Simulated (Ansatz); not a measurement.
## One element changed: atomization energies of HF, HCl, HBr

Ansatz 0.2.0, basis cc-pVDZ; geometries are PBE0/def2-TZVP minima. Wave-function levels freeze the cores with the filled d shells of p-block atoms; HF, MP2 and coupled cluster are restricted for singlets and unrestricted otherwise, atoms included (their steps beyond CCSDT(Q) come from restricted open-shell runs), restricted open-shell where a d shell is frozen. NEVPT2 stands on CASSCF in the full valence space. The reference is full CI, exact within the basis. An error is the level's value less the reference. None of these values is a measured one. Energies are electronic, without zero-point terms. No spin–orbit coupling and no scalar relativity. The set is small: it underbinds, by tens of kJ/mol for each bond, so near ties and functionals' places can change in larger sets. The species are chosen: bound, without strong static correlation by their natural occupations or amplitudes, in their lowest spin state as far as vertical gaps and like structures tell, and with a ladder that closes on the reference, so errors are smaller than for species at large; levels whose determinant breaks symmetry or spin markedly are left out.

```tsv
species	bonds (Å)	quantity	symmetry of the states	reference	value (kcal/mol)	error CCSD	error CCSD(T)	error CCSDT	error CCSDT(Q)	error NEVPT2
HCl, singlet	Cl–H 1.279	atomization	Σ⁺	full CI	98.2	-0.8	-0.1	-0.1	0.0	0.1
HBr, singlet	Br–H 1.421	atomization	Σ⁺	full CI	86.8	-0.8	-0.1	-0.1	0.0	-0.7
```

One member is withheld: HF, singlet (F–H 0.920), where CCSD gives 125.7 kcal/mol for the atomization. Estimate from the other members what full CI gives.

The errors of CCSD for the others average -0.8 kcal/mol; taking that off gives 126.5, which misses by 0.0, against 0.8 without the correction. The computed value at full CI is 126.5 kcal/mol. Errors against it: CCSD -0.8, CCSD(T) -0.2, CCSDT -0.2, CCSDT(Q) 0.0, NEVPT2 4.5.

The reference falls from F to Br, by 39.7 kcal/mol in all.
